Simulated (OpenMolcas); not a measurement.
# C2H4Cl2 (1,2-dichloroethane) at B3PW91/def2-SVPD (RICD fitting, fitting threshold 0.0001)

What is the energy change on altering one bond length of C2H4Cl2 (1,2-dichloroethane) at B3PW91/def2-SVPD (RICD fitting, fitting threshold 0.0001)? 

The results are computed with OpenMolcas 26.06.

### 1 The molecule

C2H4Cl2 has 8 atoms, charge 0, and is taken as a singlet. SMILES: `ClCCCl`. Geometry: relaxed at PBE0-D4/def2-TZVP. This is one conformer, not always the lowest.

Bond lengths: Cl1–C2 1.776 Å, C2–C3 1.504 Å, C3–Cl4 1.776 Å, C2–H5 1.091 Å, C2–H6 1.089 Å, C3–H7 1.091 Å, C3–H8 1.089 Å. Some angles: Cl1–C2–C3 112.5°, C2–C3–Cl4 112.5°, Cl1–C2–H5 107.0°, Cl1–C2–H6 107.4°, C3–C2–H5 109.3°, C3–C2–H6 111.2°, C2–C3–H7 109.3°, C2–C3–H8 111.2°, Cl4–C3–H7 107.0°, Cl4–C3–H8 107.4°.

### 2 A single-point energy at B3PW91/def2-SVPD (RICD fitting, fitting threshold 0.0001)

job.inp

```
&GATEWAY
  BasLib=$CurrDir
  Coord
  8
  angstrom
  Cl      -2.043530       0.146710      -0.469250
  C       -0.462920       0.562090       0.226000
  C        0.627600      -0.371560      -0.222240
  Cl       0.432340      -2.010930       0.432390
  H       -0.226170       1.575680      -0.101920
  H       -0.570340       0.551100       1.309740
  H        1.589520       0.001780       0.133100
  H        0.653500      -0.454880      -1.307840
  Basis=def2-SVPD
  Group=NoSym
  RICD
  CDThreshold=0.0001

&SEWARD

&SCF
  KSDFT=HYB_GGA_XC_B3PW91
  PrOrbitals=1 1
```

The basis set def2-SVPD is read from a file made from the Basis Set Exchange's data (not shown).

Started as:

```sh
$ export MOLCAS_MEM=1860
$ pymolcas job.inp > job.log
```

Standard output, cut to the lines that bear on the results:

```text
--- Start Module: gateway ---
[...]
--- Stop Module: gateway /rc=_RC_ALL_IS_WELL_ ---
--- Start Module: seward ---
[...]
      Basis functions          126
--- Stop Module: seward /rc=_RC_ALL_IS_WELL_ ---
[...]
--- Start Module: scf ---
[...]
       Convergence after  11 Iterations
[...]
::    Total KS-DFT energy                            -998.5886772934
[...]
      Total spin, S                                     0.0000000000
[...]
      Total electronic charge=   50.000000
      Total            charge=   -0.000000
[...]
      Dipole Moment (debye):
      Origin of the operator (angstrom)=   -0.5400   -0.6249   -0.0124
                   X=  1.7995E+00               Y=  2.0821E+00               Z=  4.1171E-02           Total=  2.7523E+00
      Quadrupole Moment (debye*angstrom):
[...]
--- Stop Module: scf /rc=_RC_ALL_IS_WELL_ ---
[...]
```

It took 12 s on 1 thread of Arm Neoverse V2, shared host; peak memory 0.093 GiB.

### 3 The distorted shape

job.input

```
&GATEWAY
  BasLib=$CurrDir
  Coord
  8
  angstrom
  Cl      -1.882397       0.163195      -2.094894
  C       -0.301787       0.578575      -1.399644
  C        0.788733      -0.355075      -1.847884
  Cl       0.593473      -1.994445      -1.193254
  H       -0.065037       1.592165      -1.727564
  H       -0.570340       0.551100       1.309740
  H        1.750653       0.018265      -1.492544
  H        0.814633      -0.438395      -2.933484
  Basis=def2-SVPD
  Group=NoSym
  RICD
  CDThreshold=0.0001

&SEWARD

&SCF
  KSDFT=HYB_GGA_XC_B3PW91
  PrOrbitals=1 1
```

The basis set def2-SVPD is read from a file made from the Basis Set Exchange's data (not shown).

Started as:

```sh
$ export MOLCAS_MEM=1860
$ pymolcas job.input > job.log
```

Standard output, cut to the lines that bear on the results:

```text
--- Start Module: gateway ---
[...]
--- Stop Module: gateway /rc=_RC_ALL_IS_WELL_ ---
--- Start Module: seward ---
[...]
      Basis functions          126
--- Stop Module: seward /rc=_RC_ALL_IS_WELL_ ---
[...]
--- Start Module: scf ---
[...]
       Convergence after  15 Iterations
[...]
::    Total KS-DFT energy                            -998.3892240476
[...]
      Total spin, S                                     0.0000000000
[...]
      Total electronic charge=   50.000000
      Total            charge=   -0.000000
[...]
      Dipole Moment (debye):
      Origin of the operator (angstrom)=   -0.3806   -0.6085   -1.6213
                   X=  1.3935E+00               Y=  1.6283E+00               Z= -1.7668E+00           Total=  2.7775E+00
      Quadrupole Moment (debye*angstrom):
[...]
--- Stop Module: scf /rc=_RC_ALL_IS_WELL_ ---
[...]
```

Wall time 14 s (1 thread of Arm Neoverse V2, shared host); peak memory 0.093 GiB.

### 4 Summary of results

Level: B3PW91/def2-SVPD (RICD fitting, fitting threshold 0.0001).

```
                                                         quantity          value
                                        first shape: total energy  -998.58868 Eh
                                       first shape: dipole moment         2.75 D
                                         first shape: HOMO energy       -8.35 eV
                                         first shape: LUMO energy       -0.03 eV
                                       first shape: HOMO–LUMO gap        8.32 eV
                                    distorted shape: total energy  -998.38922 Eh
                                   distorted shape: dipole moment         2.78 D
                                     distorted shape: HOMO energy       -6.94 eV
                                     distorted shape: LUMO energy       -4.44 eV
                                   distorted shape: HOMO–LUMO gap        2.50 eV
energy change with the C2–H6 bond stretched from 1.089 to 2.723 Å       5.427 eV
```

What this shows: One bond (distorted shape) is far stretched, which a spin-restricted single reference describes badly; a broken-symmetry solution may lie lower. With the C2–H6 bond stretched from 1.089 to 2.723 Å the energy rises by 5.43 eV (125 kcal/mol). The first shape isn't relaxed at this level, so the change isn't measured from a minimum. A restricted reference can't describe the breaking bond well at this length. Mulliken charges (distorted shape) run from -0.37 on Cl4 to +0.15 on H8; in a basis this large or diffuse they mean little.
